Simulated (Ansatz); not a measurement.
# C3H7NO: the cost of one run

Method: RKS PBE-D4/def2-TZVP; program: Ansatz 0.2.0.

**1. The system as given**

SMILES `CN=COC`, 12 atoms, charge 0, spin multiplicity 1.

Atoms are counted from 1 here; the program's logs count them from 0.

Bond lengths: C1–N2 1.442 Å, C1–H6 1.112 Å, C1–H7 1.112 Å, C1–H8 1.119 Å, N2–C3 1.273 Å, C3–O4 1.346 Å, C3–H9 1.116 Å, O4–C5 1.429 Å, C5–H10 1.105 Å, C5–H11 1.110 Å, C5–H12 1.110 Å. Angles: N2–C1–H6 110.1°, N2–C1–H7 110.2°, N2–C1–H8 114.6°, H6–C1–H7 106.0°, H6–C1–H8 107.8°, H7–C1–H8 107.7°, C1–N2–C3 118.4°, N2–C3–O4 123.9°, N2–C3–H9 126.1°, O4–C3–H9 110.0°, C3–O4–C5 115.7°, O4–C5–H10 106.2°, O4–C5–H11 111.1°, O4–C5–H12 110.9°, H10–C5–H11 110.6°, H10–C5–H12 110.6°, H11–C5–H12 107.5°.

Coordinates:

| atom | x (Å) | y (Å) | z (Å) |
| --- | --- | --- | --- |
| C1 | -0.19851 | 1.82009 | 0.90837 |
| N2 | -0.26407 | 0.53624 | 0.25535 |
| C3 | 0.82473 | -0.08148 | 0.02159 |
| O4 | 0.89047 | -1.28461 | -0.57807 |
| C5 | -0.36205 | -1.85753 | -0.95713 |
| H6 | -0.78405 | 1.79953 | 1.85311 |
| H7 | -0.67119 | 2.59947 | 0.27179 |
| H8 | 0.83645 | 2.16521 | 1.15574 |
| H9 | 1.85120 | 0.27725 | 0.27249 |
| H10 | -0.12566 | -2.82255 | -1.44136 |
| H11 | -0.90902 | -1.19253 | -1.65746 |
| H12 | -1.01120 | -2.01418 | -0.07041 |

This geometry comes from a loose relaxation at PBE in a small basis, which is not shown.

**3. The grid**

First coordinate, angle C3–O4–C5: 13 values from 70.2 to 160.2 °. Second coordinate, change of the bonds O4–C3, O4–C5, all alike: 13 values from −0.153 to 0.237 Å.

Nothing else is relaxed (all other coordinates rigid). Energies count from the relaxed molecule at the same level. Points are written as (first, second).

(The set-up runs are not shown.)

**4. Point (115.2°, −0.023 Å)**

The input, input.yaml:

```yaml
crystal:
  periodic: [false, false, false]
  atoms:
    - { symbol: C, position_ang: [-0.193587, 1.802394, 0.90178] }
    - { symbol: "N", position_ang: [-0.274544, 0.513268, 0.245162] }
    - { symbol: C, position_ang: [0.814312, -0.094084, 0.012971] }
    - { symbol: O, position_ang: [0.892761, -1.277741, -0.579438] }
    - { symbol: C, position_ang: [-0.348, -1.848452, -0.952707] }
    - { symbol: H, position_ang: [-0.76732, 1.775745, 1.841275] }
    - { symbol: H, position_ang: [-0.659832, 2.571259, 0.266177] }
    - { symbol: H, position_ang: [0.840857, 2.124113, 1.134856] }
    - { symbol: H, position_ang: [1.825775, 0.268839, 0.265491] }
    - { symbol: H, position_ang: [-0.100331, -2.807457, -1.420535] }
    - { symbol: H, position_ang: [-0.877611, -1.193233, -1.658733] }
    - { symbol: H, position_ang: [-0.986161, -1.996315, -0.070003] }
basis:
  gaussian: { orbitals: def2-TZVP }
hamiltonian:
  xc: pbe
  dispersion: d4
output:
  forces: true
```

The run is started by

```bash
$ ansatz run input.yaml --threads 1 --pin off --max-ram 2560MiB --backend cpu --events-out ev --progress --plain --runs-dir out
```

Q: Estimate wall time and peak memory on 1 thread of AMD EPYC 9R45 (Zen 5), shared host.

About 3 s, with a peak of 0.22 GiB.
